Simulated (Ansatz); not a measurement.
C$_{4}$H$_{7}$F, SMILES `C/C=C(/C)F`, 12 atoms. Total charge 0; spin multiplicity 1. All runs use 4 threads of an Intel Xeon 6975P-C on a shared host. Correlated methods freeze the cores.

Question: How many basis functions does each run have, and how long does it take in Ansatz? RKS r2SCAN-D4/def2-TZVPP energy and forces; RKS PBE0-D4/def2-QZVPP energy; RKS ωB97M-V/def2-QZVPP energy; RHF-CCSD(T)/def2-TZVPP energy; RKS PBE0-D4/def2-SVP energy; RKS PBE0-D4/def2-TZVP relaxation (5 steps); RKS SPW92 (LDA)/def2-TZVPP energy; RHF-MP2/def2-QZVPP energy; RHF-CCSD(T)/def2-SVP energy; RKS ωB97M-V/def2-SVP energy; RKS PBE0-D4/def2-TZVP frequencies; RKS r2SCAN0-D4/def2-TZVPP energy. (An estimate is asked.)

Answer: Computed: Other jobs shared the machine, so times are rough.

| level | job | functions | wall time | peak host memory (GiB) |
| --- | --- | --- | --- | --- |
| RKS PBE0-D4/def2-SVP | energy | 105 | 0.5 s | 0.22 |
| RKS SPW92 (LDA)/def2-TZVPP | energy | 253 | 0.7 s | 0.3 |
| RKS ωB97M-V/def2-SVP | energy | 105 | 1.4 s | 0.3 |
| RKS r2SCAN0-D4/def2-TZVPP | energy | 253 | 1.9 s | 0.56 |
| RKS r2SCAN-D4/def2-TZVPP | energy and forces | 253 | 1.9 s | 0.33 |
| RHF-CCSD(T)/def2-SVP | energy | 105 | 2.4 s | 0.54 |
| RKS PBE0-D4/def2-QZVPP | energy | 495 | 3.6 s | 1.5 |
| RKS ωB97M-V/def2-QZVPP | energy | 495 | 7.5 s | 1.9 |
| RKS PBE0-D4/def2-TZVP | relaxation (5 steps) | 197 | 8 s | 0.47 |
| RHF-MP2/def2-QZVPP | energy | 495 | 12 s | 3.2 |
| RHF-CCSD(T)/def2-TZVPP | energy | 253 | 39 s | 6.7 |
| RKS PBE0-D4/def2-TZVP | frequencies | 197 | 74 s | 0.47 |
